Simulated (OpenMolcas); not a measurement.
## How methods differ on HBS (hydrogen boron sulfide)

HBS has 3 atoms, charge 0, and is taken as a singlet. SMILES: `B=S`. The coordinates come from a GFN2-xTB relaxation.

```xyz
3

B    -0.0410   -0.0161    0.1425
S     0.3953    0.1465   -1.3797
H    -0.3543   -0.1304    1.2371
```

Each level gives the energy change with the B1–S2 bond stretched from 1.592 to 1.990 Å (eV). The values are calculated.

```
                     level                   kind     program  value (eV)  less FCI/STO-3G  CPU time (all runs)
 SVWN5/STO-3G (restricted)                    LDA  OpenMolcas        2.97            +0.11                5.1 s
   PBE/STO-3G (restricted)                    GGA  OpenMolcas        2.82            -0.04                5.3 s
r2SCAN/STO-3G (restricted)               meta-GGA  OpenMolcas        3.04            +0.18                6.4 s
 B3LYP/STO-3G (restricted)          global hybrid  OpenMolcas        3.01            +0.15                5.6 s
  PBE0/STO-3G (restricted)          global hybrid  OpenMolcas        3.20            +0.34                5.4 s
  ACPF/STO-3G (restricted)  coupled cluster or CI  OpenMolcas        2.63            -0.23                3.2 s
  CISD/STO-3G (restricted)  coupled cluster or CI  OpenMolcas        3.18            +0.32                3.2 s
                FCI/STO-3G     exact in the basis  OpenMolcas        2.86             0.00                4.3 s
```

FCI/STO-3G is exact within its basis and frozen core, so for wave-function methods in that basis the difference is their error; functionals converge differently with the basis, so for them it is only a difference. The first shape isn't each level's own minimum. The values span 2.63 to 3.20 eV. All rows use very small basis sets, so even the best lies far from the true value. CPU times are rough (shared hosts, several kinds of processor): they show what a rung costs within a factor of a few.
